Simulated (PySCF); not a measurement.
# Bond curve of Cl₂⁺

Set-up: Cl jorge-DZP-DKH; spin-free X2C with a Gaussian nucleus (PySCF 2.14). Energies in eV from Cl⁺ + Cl in their ground configurations at the same level. State: ²Πg (doublet), unpaired electrons π ↑.

All columns are PBE.

```tsv
R (Å)	E (eV)	HOMO (eV)	LUMO (eV)	Mayer bond order	⟨S²⟩
1.656	-2.501	-14.48	-14.45	1.56	0.75
1.733	-3.434	-14.71	-14.68	1.54	0.75
1.810	-3.963	-14.90	-14.89	1.52	0.75
1.868	-4.172	-15.03	-15.02	1.51	0.75
1.926	-4.262	-15.15	-15.13	1.51	0.75
1.984	-4.263	-15.24	-15.23	1.50	0.75
2.061	-4.165	-15.36	-15.35	1.50	0.75
2.157	-3.936	-15.47	-15.46	1.50	0.75
2.273	-3.575	-15.56	-15.56	1.50	0.75
2.427	-3.044	-15.64	-15.63	1.50	0.75
```

The state is the lowest determinant that a PBE0 search found; another state may lie lower at other levels.
